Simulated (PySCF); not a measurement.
**Question.** Give a PBE0-D3(BJ)/def2-SVP geometry of InChI=1S/CH6Si/c1-2/h1-2H3.

**Answer.** 
```
atom  x, y, z in Å
C1    -1.0003   -0.0924    0.2076
Si2    0.8412    0.0863   -0.1216
H3    -1.3198    0.5760    1.0214
H4    -1.2476   -1.1254    0.4971
H5    -1.5840    0.1593   -0.6910
H6     1.1752    1.4902   -0.5164
H7     1.2724   -0.8248   -1.2271
H8     1.6340   -0.2548    1.1005
```

Orientation and origin are arbitrary. Atoms count from 1 in this order. Si2 (SiH3 silicon) is tetrahedral (angles from 108.1° to 110.8°).

Bonds between heavy atoms (Å): C1–Si2 1.879.

Theory: PBE0-D3(BJ)/def2-SVP geometry optimisation, gas phase in PySCF.

Point group: C3v (every atom within 0.08 Å of its image). Whether it is a minimum is left open (no frequencies).

Time: 15 s of wall time; peak memory 0.29 GiB. Hardware: Arm Neoverse N1, one thread, no GPU, shared host. That covers the optimisation of the geometry.
